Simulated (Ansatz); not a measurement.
We consider bcc Rb, described by PBE0 in Ansatz (plane waves, PAW).

The input as run:

Ansatz 0.2 input:
```yaml
crystal:
  lattice:
    - [-2.8431464806, 2.8431464806, 2.8431464806]
    - [2.8431464806, -2.8431464806, 2.8431464806]
    - [2.8431464806, 2.8431464806, -2.8431464806]
  atoms:
    - { symbol: Rb, position: [0.0, 0.0, 0.0] }
basis:
  ecutwfc: 460
  ecutrho_ratio: 4
  xc_grid: 2
kpoints:
  mp_grid: { grid: [8, 8, 8] }
hamiltonian:
  xc: pbe0
  dispersion: none
  pseudopotentials: { kind: paw }
scf:
  occupations: { method: fermi_dirac, width: 0.05 }
  convergence: { dr2_threshold: 0.0000000001 }
output:
  forces: false
  stress: true
  eigenvalues: true
```

Excerpt of the program's output:

```
WARN output.stress: scf.exx.energy_threshold = 1e-6 eV is looser than the 1e-8 eV advised for a stress under a hybrid functional (1e-8 eV for each atom of the …
Crystal: 1 atoms, lattice volume = 91.930 Å³
Basis set: ecut = 460 eV, 2093 PW (Γ), exchange–correlation on 72×72×72 points (8 copies of the dense FFT grid, shifted against one another)
Bands: 9, of which v1, the nominal top of the filled ones, is band 5 counted from 1 (4 counted from 0)
Symmetry: 48 space group operations
Space group: Im-3m (ITA 229), of the structure as read, at distance tolerance 4.5e-5 Å
k-points: 29 of 512
Functional: x = pbe(κ = 0.804, μ = 0.2195149727645171), c = pbe(β = 0.06672455060314922), warm-up for x = 0.75 pbe(κ = 0.804, μ = 0.2195149727645171) + 0.25 exact, c = pbe(β = 0.06672455060314922)
SCF iter   1: F=—  HF=-3267.348971 eV  |F-HF|=—  |Δ(HF+E_count)|=         —  Δρ=6.54e-4  dr2=3.39e-4
SCF iter   2: F=—  HF=-3267.348950 eV  |F-HF|=—  |Δ(HF+E_count)|=   2.06e-5  Δρ=3.43e-4  dr2=9.38e-5
  ...
SCF 1 converged in 7 iterations: F = -3267.348916 eV  dr2 = 1.29e-11
Crystal: 1 atoms, lattice volume = 91.930 Å³
Initial density: handed on by an earlier stage of this run
Functional: x = 0.75 pbe(κ = 0.804, μ = 0.2195149727645171) + 0.25 exact, c = pbe(β = 0.06672455060314922)
Crystal: 1 atoms, lattice volume = 91.930 Å³
SCF iter   5: F=—  HF=-3269.622431 eV  |F-HF|=—  |Δ(HF+E_count)|=   2.71e-8  Δρ=6.21e-7  dr2=2.92e-10
SCF iter   6: F=-3269.622431 eV  HF=-3269.622431 eV  |F-HF|=4.55e-13  |Δ(HF+E_count)|=  1.28e-10  Δρ=4.03e-8  dr2=1.58e-11
SCF 3 converged in 6 iterations: F = -3269.622431 eV  dr2 = 1.58e-11
Free energy (F): -3269.622431 eV
Internal energy: -3269.617895 eV  (E = F + TS)
E sigma→0 (E₀):  -3269.620163 eV
Fermi energy:    2.047850 eV
--- Stress (GPa, compression-positive) ---
        0.071652      -0.000000      -0.000000
        0.000000       0.071652       0.000000
        0.000000      -0.000000       0.071652
  P = ⅓ Tr σ = 0.0717 GPa (0.717 kbar)
```

The PAW data were made under PBE.

Note: the run warned that the count of filled bands differs between k points.

It cost around 2.5 core-minutes (rough) of CPU time.

Ansatz is a quantum-chemistry and plane-wave program.
